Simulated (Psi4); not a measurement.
# C2H4Cl (SMILES C[CH]Cl) at UCCSD/6-311+G(d,p)

Aim: the energy change on altering one bond length of C2H4Cl at UCCSD/6-311+G**, from 2 runs. 

The calculation is run with Psi4 1.11.

## 1. Starting point

C2H4Cl: 7 atoms, total charge 0, spin state doublet. As SMILES, `C[CH]Cl`. Geometry: relaxed at GFN2-xTB.

Bond lengths: C1–C2 1.475 Å, C2–Cl3 1.697 Å, C1–H4 1.088 Å, C1–H5 1.098 Å, C1–H6 1.089 Å, C2–H7 1.075 Å. Angles: C1–C2–Cl3 119.4°, C1–C2–H7 122.2°, Cl3–C2–H7 115.5°, C2–C1–H4 109.7°, C2–C1–H5 112.1°, C2–C1–H6 110.8°, H4–C1–H5 107.7°, H4–C1–H6 109.4°, H5–C1–H6 107.2°.

## 2. A single-point energy at UCCSD/6-311+G(d,p)

File job.json:

```json
{
  "schema_name": "qcschema_input",
  "schema_version": 1,
  "molecule": {
    "schema_name": "qcschema_molecule",
    "schema_version": 2,
    "symbols": ["C", "C", "Cl", "H", "H", "H", "H"],
    "geometry": [-1.0087925, 0.74638513, -0.21981294, 0.95002201, -1.20054301, 0.16298888, 3.33831458, -0.64887526, 2.2307272, -2.66302095, -0.10028777, -1.09980171, -0.35375673, 2.27823492, -1.4551836, -1.5510872, 1.60061692, 1.5724789, 1.28832079, -2.67551204, -1.19139673],
    "molecular_charge": 0,
    "molecular_multiplicity": 2,
    "fix_symmetry": "c1",
    "fix_com": true,
    "fix_orientation": true
  },
  "driver": "energy",
  "model": {
    "method": "ccsd",
    "basis": "6-311+G**"
  },
  "keywords": {
    "reference": "uhf",
    "puream": true,
    "e_convergence": 1e-09,
    "d_convergence": 1e-08,
    "scf_type": "pk",
    "num_frozen_docc": 7,
    "maxiter": 200
  }
}
```

Launch:

```sh
psi4 --qcschema job.json -n 1 --memory 1600MB
```

stdout:

```text
[...]
  Running in c1 symmetry.
[...]
  Nuclear repulsion =   95.703095347469485
[...]
  Multiplicity = 2
[...]
  Nalpha       = 17
  Nbeta        = 16
[...]
    Number of basis functions: 98
[...]
   @UHF iter   1:  -537.45328320896931   -3.68383e-01   3.75929e-03 DIIS/ADIIS
[...]
   @UHF iter  15:  -537.54966399038574   -2.27374e-12   4.27910e-09 DIIS
[...]
   @S^2 Observed:                7.652705822E-01
[...]
    Orbital Energies [Eh]
    ---------------------
    Alpha Occupied:
       1A   -104.836873     2A    -11.294474     3A    -11.235973
       4A    -10.563935     5A     -8.031500     6A     -8.030604
       7A     -8.029214     8A     -1.171105     9A     -1.012565
      10A     -0.832520    11A     -0.645218    12A     -0.613964
      13A     -0.585238    14A     -0.531769    15A     -0.507677
      16A     -0.446090    17A     -0.344170
    Alpha Virtual:
      18A      0.071154    19A      0.087544    20A      0.091445
      21A      0.106340    22A      0.121865    23A      0.140752
      24A      0.142880    25A      0.153199    26A      0.159222
[...]
  @UHF Final Energy:  -537.54966399038574
   => Energetics <=
    Nuclear Repulsion Energy =             95.7030953474694854
    One-Electron Energy =                -929.6563292469670614
    Two-Electron Energy =                 296.4035699091118659
    Total Energy =                       -537.5496639903857385
  UHF NO Occupations:
  HONO-2 :   15  A 1.9985649
  HONO-1 :   16  A 1.9962324
[...]
 Multipole Moments:
 ------------------------------------------------------------------------------------
     Multipole            Electronic (a.u.)      Nuclear  (a.u.)        Total (a.u.)
 ------------------------------------------------------------------------------------
 L = 1.  Multiply by 2.5417464519 to convert [e a0] to [Debye]
 Dipole X            :        -53.6288620           53.1191808           -0.5096812
 Dipole Y            :         12.6796750          -12.6527747            0.0269003
 Dipole Z            :        -35.9025123           35.4075149           -0.4949974
 Magnitude           :                                                    0.7110000
[...]
      * MP2 total energy                      = -537.965788742481891
[...]
      * CCSD total energy                     = -538.006927952068736
[...]
```

The result, in JSON:

```text
{
 "driver": "energy",
 "model": {
  "method": "ccsd",
  "basis": "6-311+G**"
 },
 "success": true,
 "return_result": -538.0069279520687,
 "properties": {
  "calcinfo_nbasis": 98,
  "calcinfo_nmo": 98,
  "calcinfo_nalpha": 17,
  "calcinfo_nbeta": 16,
  "calcinfo_natom": 7,
  "nuclear_repulsion_energy": 95.70309534746949,
  "return_energy": -538.0069279520687,
  "scf_one_electron_energy": -929.6563292469671,
  "scf_two_electron_energy": 296.40356990911187,
  "scf_dipole_moment": [-0.5096811830666255, 0.02690034260871421, -0.49499736830477303],
  "scf_total_energy": -537.5496639903857,
  "scf_iterations": 15,
  "mp2_same_spin_correlation_energy": -0.10075183714038927,
  "mp2_opposite_spin_correlation_energy": -0.3153729149556186,
  "mp2_singles_energy": -1.6405358633291002e-26,
  "mp2_doubles_energy": -0.41612475209600785,
  "mp2_correlation_energy": -0.41612475209600785,
  "mp2_total_energy": -537.9657887424819,
  "ccsd_same_spin_correlation_energy": -0.09629332081223409,
  "ccsd_opposite_spin_correlation_energy": -0.36097064087063546,
  "ccsd_singles_energy": 1.8381121636875887e-16,
  "ccsd_doubles_energy": -0.45726396168286954,
  "ccsd_correlation_energy": -0.45726396168286937,
  "ccsd_total_energy": -538.0069279520687,
  "ccsd_iterations": 17
 }
}
```

Wall time 49 s (1 thread of Intel Xeon 6975P-C (Granite Rapids), shared host); peak memory 0.91 GiB.

## 3. The distorted shape

File c2h4cl.inp:

```
memory 1.6 GB

molecule {
  0 2
  C
  C 1 1.475448
  Cl 2 1.696986 1 119.44699
  H 1 1.9585 2 109.66009 3 -162.14966
  H 1 1.097552 2 112.06298 3 78.35686
  H 1 1.089142 5 107.17878 2 121.77911
  H 2 1.074678 1 122.18214 6 158.64701
  symmetry c1
  no_reorient
  no_com
}

set basis 6-311+G**
set reference uhf
set puream true
set e_convergence 1e-09
set d_convergence 1e-08
set scf_type pk
set num_frozen_docc 7
set maxiter 200

result, w = energy("ccsd", return_wfn=True)
```

Launch:

```sh
psi4 -n 1 c2h4cl.inp c2h4cl.out
```

c2h4cl.out:

```text
[...]
  Running in c1 symmetry.
[...]
  Nuclear repulsion =   93.375062650286480
[...]
  Multiplicity = 2
[...]
  Nalpha       = 17
  Nbeta        = 16
[...]
    Number of basis functions: 98
[...]
   @UHF iter   1:  -537.27063919789271   -5.16602e-01   3.94590e-03 ADIIS/DIIS
[...]
   @UHF iter  18:  -537.40775804776763   -2.61480e-12   4.03610e-09 DIIS
[...]
   @S^2 Observed:                7.699090506E-01
[...]
    Orbital Energies [Eh]
    ---------------------
    Alpha Occupied:
       1A   -104.853062     2A    -11.314495     3A    -11.310896
       4A    -10.579868     5A     -8.047197     6A     -8.046691
       7A     -8.045065     8A     -1.186350     9A     -1.013250
      10A     -0.836417    11A     -0.652512    12A     -0.608631
      13A     -0.602349    14A     -0.530628    15A     -0.464534
      16A     -0.405789    17A     -0.346007
    Alpha Virtual:
      18A      0.046166    19A      0.085311    20A      0.087730
      21A      0.098968    22A      0.107337    23A      0.131654
      24A      0.139109    25A      0.147560    26A      0.151359
[...]
  @UHF Final Energy:  -537.40775804776763
   => Energetics <=
    Nuclear Repulsion Energy =             93.3750626502864804
    One-Electron Energy =                -924.4781057553552728
    Two-Electron Energy =                 293.6952850573011347
    Total Energy =                       -537.4077580477676293
  UHF NO Occupations:
  HONO-2 :   15  A 1.9977589
  HONO-1 :   16  A 1.9956520
[...]
 Multipole Moments:
 ------------------------------------------------------------------------------------
     Multipole            Electronic (a.u.)      Nuclear  (a.u.)        Total (a.u.)
 ------------------------------------------------------------------------------------
 L = 1.  Multiply by 2.5417464519 to convert [e a0] to [Debye]
 Dipole X            :         -0.1852185           -0.0618341           -0.2470526
 Dipole Y            :         -5.1144372            5.1412742            0.0268370
 Dipole Z            :          5.8838773           -6.0188165           -0.1349391
 Magnitude           :                                                    0.2827787
[...]
      * MP2 total energy                      = -537.835311226253111
[...]
      * CCSD total energy                     = -537.886112051587133
[...]
```

It took 64 s on 1 thread of Intel Xeon 6975P-C (Granite Rapids), shared host; peak memory 0.91 GiB.

## 4. Results

Level: UCCSD/6-311+G**, 7 core orbitals frozen.

| quantity | value |
| --- | --- |
| first shape: total energy | -538.00693 Eh |
| first shape: HOMO energy (Hartree–Fock orbitals) (highest over α and β) | -9.37 eV |
| first shape: LUMO energy (Hartree–Fock orbitals) (lowest over α and β) | 1.94 eV |
| first shape: correlation energy (7 core orbitals frozen) | -457.3 mEh |
| first shape: ⟨S²⟩ of the reference determinant | 0.765 |
| first shape: T1 diagnostic | 0.020 |
| distorted shape: total energy | -537.88611 Eh |
| distorted shape: HOMO energy (Hartree–Fock orbitals) (highest over α and β) | -9.42 eV |
| distorted shape: LUMO energy (Hartree–Fock orbitals) (lowest over α and β) | 1.18 eV |
| distorted shape: correlation energy (7 core orbitals frozen) | -478.4 mEh |
| distorted shape: ⟨S²⟩ of the reference determinant | 0.770 |
| distorted shape: T1 diagnostic | 0.036 |
| energy change with the C1–H4 bond stretched from 1.088 to 1.958 Å | 3.288 eV |

**Reading.** With the C1–H4 bond stretched from 1.088 to 1.958 Å the energy rises by 3.29 eV (76 kcal/mol). The first shape isn't relaxed at this level, so the change isn't measured from a minimum.
